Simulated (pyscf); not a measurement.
**Four-centre exchange: Br–SiH₂–Br (SMILES Br[SiH2]Br) + H₂O (SMILES O) → HO–SiH(Br)–Br (SMILES O[SiH](Br)Br) + H₂ (SMILES [H][H])**

Gas phase, singlet surface, charge 0. Bonds broken: Si2–H4, O6–H7. Bonds formed: Si2–O6, H4–H7. Optimised with ωB97X-D3(BJ)/def2-SVP in PySCF.

Transition state (Å):

```xyz
8

Br     1.0293    -1.2485     0.7223
Si    -0.9695    -0.3555     0.0626
Br    -1.8039    -2.1200    -0.9946
H     -2.1363     0.6275    -0.7312
H     -1.5144     0.0024     1.3853
O     -0.1075     0.9299    -0.9064
H     -1.2026     1.0585    -1.1989
H      0.6846     0.7542    -1.4418
```

One imaginary mode, 1434i cm⁻¹; descent along it reached the two sides named, in the forms told below.

```
bond    change  reactant side (Å)  saddle  product side
------  ------  -----------------  ------  ------------
Si2–H4  breaks              1.474   1.720           4.3
O6–H7   breaks              0.967   1.141         2.562
Si2–O6   forms                2.7   1.826         1.647
H4–H7    forms                2.8   1.130         0.761
```

Electronic energies relative to the separated reactants (kcal/mol):

```tsv
level	barrier	reaction energy	reverse barrier
ωB97X-D3(BJ)/def2-TZVP	32.4	-22.0	54.3
PBE/def2-TZVP	27.9	-20.4	48.4
r²SCAN/def2-TZVP	28.7	-23.3	52.0
B3LYP-D3(BJ)/def2-TZVP	32.6	-22.0	54.6
PBE0-D3(BJ)/def2-TZVP	29.7	-20.4	50.2
M06-2X/def2-TZVP	32.2	-23.9	56.1
ωB97M-D3(BJ)/def2-TZVP	32.2	-21.7	53.8
HF/def2-TZVP	52.3	-19.1	71.4
```

With ωB97M-D3(BJ)/def2-TZVP energies and thermal terms (ideal gas, 1 atm, RRHO with modes under 100 cm⁻¹ raised to 100, one conformer, R ln 2 for rigid chiral ones), in kcal/mol:

| T (K) | ΔH‡ | ΔG‡ | ΔH | ΔG |
|---|---|---|---|---|
| 298 | 30.3 | 40.9 | -24.5 | -22.8 |
| 600 | 30.4 | 51.6 | -23.3 | -21.5 |
| 900 | 31.1 | 62.0 | -22.4 | -20.8 |
| 1200 | 32.0 | 72.1 | -21.6 | -20.3 |

On the reactant side the descent ends in a complex, 4.9 kcal/mol under the separated species and 37.2 kcal/mol under the saddle at ωB97X-D3(BJ)/def2-TZVP. One saddle was located; it need not be the lowest between these sides. Elements up to Kr have no core potential and no relativistic terms here.
